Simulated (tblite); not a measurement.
Species: C₄H₁₀P (charge +1).
Atom-mapped SMILES: `[CH3:1]/[CH:2]=[CH:3]\[PH2+:4][CH3:5]` (hydrogens: H6, H7, H8 on C1; H9 on C2; H10 on C3; H11, H12 on P4; H13, H14, H15 on C5)

Geometry (GFN2-xTB, Å), atoms numbered from 1 in this order:
```xyz
15
C4H10P angstrom
C     -1.820   -0.278    0.816
C     -1.528    0.684   -0.263
C     -0.420    0.717   -1.008
P      0.945   -0.421   -0.836
C      2.067   -0.044    0.527
H     -2.749   -0.806    0.598
H     -1.015   -1.001    0.954
H     -1.986    0.257    1.751
H     -2.297    1.422   -0.455
H     -0.285    1.465   -1.780
H      1.663   -0.375   -2.007
H      0.534   -1.730   -0.733
H      1.536   -0.107    1.478
H      2.902   -0.746    0.531
H      2.449    0.972    0.406
```

The geometry is computed with GFN2-xTB (gas phase).

Take the most abundant isotopes and a rigid rotor. The values belong to one conformer with, in the numbering `[CH3:1]/[CH:2]=[CH:3]\[PH2+:4][CH3:5]`, C2–C3–P4–C5 -80°.

Q: What are A, B and C (GHz)?

A: Ia = 76.44, Ib = 214.78, Ic = 246.88 u·Å²; 505379 MHz·u·Å²/I gives 6612, 2353 and 2047 MHz, that is A = 6.6117, B = 2.3530, C = 2.0471 GHz.

Q: Classify the top.

A: An asymmetric top; Ray's κ = -0.866.

Q: What does the inertial defect say?

A: Not planar: Δ = Ic − Ia − Ib = -44.34 u·Å². For a rigid frame Δ = −2 Σ m c², so Σ m c² = 22.17 u·Å² lies off the ab plane: 9.41 from hydrogen and 12.76 from heavier atoms. The atom farthest from that plane is 1.67 Å away.

Q: Give the other two planar moments, Paa and Pbb, and the rms extents of the mass along the axes.

A: Paa = Σ m a² = (Ib + Ic − Ia)/2 = 192.61 and Pbb = Σ m b² = (Ia + Ic − Ib)/2 = 54.27 u·Å². With the mass M = 89.05 u, the rms extents √(P/M) along a, b and c are 1.47, 0.78, 0.50 Å.

Q: Where do the levels up to J = 5 lie, in MHz?

A: Above 0(0,0):
J = 1: 1(0,1) 4400, 1(1,1) 8659, 1(1,0) 8965
J = 2: 2(0,2) 13184, 2(1,2) 17153, 2(1,1) 18071, 2(2,1) 30847, 2(2,0) 30863
J = 3: 3(0,3) 26321, 3(1,3) 29885, 3(1,2) 31720, 3(2,2) 44047, 3(2,1) 44126, 3(3,1) 66115, 3(3,0) 66115
J = 4: 4(0,4) 43765, 4(1,4) 46843, 4(1,3) 49898, 4(2,3) 61635, 4(2,2) 61871, 4(3,2) 83745, 4(3,1) 83749, 4(4,1) 114599, 4(4,0) 114599
J = 5: 5(0,5) 65460, 5(1,5) 68014, 5(1,4) 72588, 5(2,4) 83600, 5(2,3) 84141, 5(3,3) 105795, 5(3,2) 105810, 5(4,2) 136635, 5(4,1) 136635, 5(5,1) 176307, 5(5,0) 176307

Its GFN2-xTB frequencies are all real (lowest 64 cm⁻¹). No vibrational averaging or centrifugal distortion is included, and the geometry carries the error of its method.

The run took 0.95 s on one thread of an Intel Xeon Platinum 8259CL at 2.50 GHz (shared host). This is the geometry optimisation.
